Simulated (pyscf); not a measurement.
Single points on ωB97X-D3(BJ)/def2-SVP structures (PySCF, gas phase).

Q: Estimate by transition-state theory (the high-pressure limit) the rate constant of `[CH3][C]([CH3])([CH3])[O][Ge]([OH])([OH])[OH]` -> `[OH][Ge]([OH])([OH])[OH]` + `[CH2]=[C]([CH3])[CH3]` (singlet surface; C–O, C–H broken, H–O formed) at 1200 K, with ωB97M-D3(BJ)/def2-TZVP energies (ideal gas, 1 atm, RRHO with modes under 100 cm⁻¹ raised to 100, one conformer, R ln 2 for chiral ones without a mode under 150 cm⁻¹; no tunnelling).

A: The electronic barrier is 57.7 kcal/mol and the thermal terms add -6.5, so ΔG‡ = 51.2 kcal/mol. With k_BT/h = 2.50e+13 s⁻¹ and RT = 2.385 kcal/mol, k = 1.2e+04 s⁻¹, a half-life of 6.0e-05 s through this channel alone. Wigner's tunnelling factor for 1467i cm⁻¹ would be 1.13. A shift of 1 kcal/mol in the barrier changes k by a factor 1.5. On the product side the descent ends in a complex, 6.9 kcal/mol under the separated species and 47.2 kcal/mol under the saddle at ωB97X-D3(BJ)/def2-TZVP. At ωB97X-D3(BJ) the barrier from the zero used here is 60.6 kcal/mol. This is the saddle that the search found; another between the same sides may lie lower. Elements up to Kr have no core potential and no relativistic terms here.
